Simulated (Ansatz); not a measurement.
## SiAs⁺, triplet: reading a ladder of total energies

Geometry: that of the SiAs⁺, singlet, kept fixed.

```yaml
atoms:
  - { symbol: Si, position_ang: [0.0000, 0.0000, 0.0000] }
  - { symbol: As, position_ang: [0.0000, 0.0000, 2.3396] }
```

Basis 6-31G (Cartesian d functions); Ansatz 0.2.0. Correlated methods freeze the noble-gas cores and the filled d shells of p-block atoms, which leaves 8 electrons in 23 orbitals. Prefix R: restricted or restricted open-shell reference; prefix U: unrestricted. No spin–orbit coupling is included, and no scalar relativity.

Full CI isn't at hand for all of this; UCCSDT(Q) serves as the reference, and is uncertain by about the last step of the cluster series.

The cluster runs stand on a determinant 0.02 eV above the lowest UHF solution, chosen by trial CCSD; the correlation energy below is counted from it.

Runs differ by some tens of microhartree through their thresholds and, for an open shell, their frozen cores, so steps under 0.03 kcal/mol mean nothing.

```
                                 level  total energy (hartree)
UHF determinant under the cluster runs            -2522.416697
                                  UMP2            -2522.479285
                                 UCCSD            -2522.501898
                              UCCSD(T)            -2522.504541
                                UCCSDT            -2522.505501
                             UCCSDT(Q)            -2522.505732
```

Task: What is the correlation energy at UCCSDT(Q), and what share of it do UMP2 and UCCSD recover?

Result: E(corr) = -2522.505732 − (-2522.416697) = -0.089035 hartree = -2.423 eV. UMP2: -0.062588 / -0.089035 = 70.30 %. UCCSD: -0.085201 / -0.089035 = 95.69 %.

Task: By how many kcal/mol does UCCSD(T) miss UCCSDT(Q) (1 hartree = 627.509 kcal/mol), and which steps make up the rest?

Result: -2522.504541 − (-2522.505732) = 0.001191 hartree = 0.75 kcal/mol. Steps: UCCSDT − UCCSD(T) = -0.60, UCCSDT(Q) − UCCSDT = -0.14 kcal/mol. That is within 1 kcal/mol of the reference in this basis, which itself misses far more of the correlation at the basis-set limit.
